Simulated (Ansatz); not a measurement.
A made-up structure of CH5BMg, closed shell:

| atom | x (Å) | y (Å) | z (Å) |
| --- | --- | --- | --- |
| B1 | -1.3493 | 1.3687 | -1.5396 |
| Mg2 | -0.0951 | 0.0981 | -0.1068 |
| C3 | 1.0500 | -1.0648 | 1.1985 |
| H4 | -2.1978 | 0.9167 | -2.2645 |
| H5 | -1.2336 | 2.5619 | -1.6517 |
| H6 | 1.4140 | -0.4855 | 2.0542 |
| H7 | 1.9316 | -1.4879 | 0.7043 |
| H8 | -0.7190 | -0.0669 | 1.4876 |

It is relaxed with PBE-D4/def2-SVP and then PBE0-D4/def2-TZVP (Ansatz 0.2.0). Atoms count as bonded within 1.22 times the sum of their covalent radii (H–H: 0.88 Å). The end point is not checked to be a true minimum.

Does its bonding change? (A judgement: the text doesn't fix the answer.)

By the calculation: Yes. Formed: C3–H8; broken: Mg2–H8.

Where it ends: The first stage lowers the energy by 5.43 eV in 13 steps. It ends as CH₅BMg ([BH2][Mg][CH3]):
B1  (-1.389, 1.526, -1.702)
Mg2  (-0.236, 0.323, -0.133)
C3  (0.815, -0.778, 1.299)
H4  (-2.163, 1.036, -2.484)
H5  (-1.289, 2.719, -1.838)
H6  (1.546, -0.164, 1.835)
H7  (1.368, -1.612, 0.851)
H8  (0.149, -1.210, 2.054)
(Å)

Labels in which every atom is bracketed show which atoms are joined, not bond orders.

For scale, one of the runs: PBE0-D4/def2-TZVP relaxation, 124 basis functions, launched by `ansatz run in.yaml --threads 2 --pin off --events-out ev --progress --plain --max-ram 4352MiB`. The run took about 9.5 s on 2 CPU threads of an Arm Neoverse V2 (shared host).
